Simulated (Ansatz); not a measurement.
This Ansatz (a quantum-chemistry and plane-wave program) input (B3LYP/pcseg-1) gives -398.74751 Eh with 23 basis functions. A basis named .json is the Basis Set Exchange file of that set (core-valence sets with the plain set on hydrogen).

Ansatz 0.2 input:
```yaml
crystal:
  periodic: [false, false, false]
  atoms:
    - {symbol: S, position_ang: [-0.00000000, -0.00000000, -0.07925565]}
    - {symbol: H, position_ang: [0.00000000, 0.00000000, 1.26809037]}
basis:
  gaussian:
    orbitals: pcseg-1.json
hamiltonian:
  xc: {name: B3LYP}
magnetization: {spin_polarized: true, initial_magnetization: 1}
```

Change:
```diff
- orbitals: pcseg-1.json
+ orbitals: aug-cc-pV_T+d_Z.json
```

Task: What does the run give now?

Result: -398.78222 Eh (B3LYP/aug-cc-pV(T+d)Z, 78 functions), a change of -34.71 mEh.
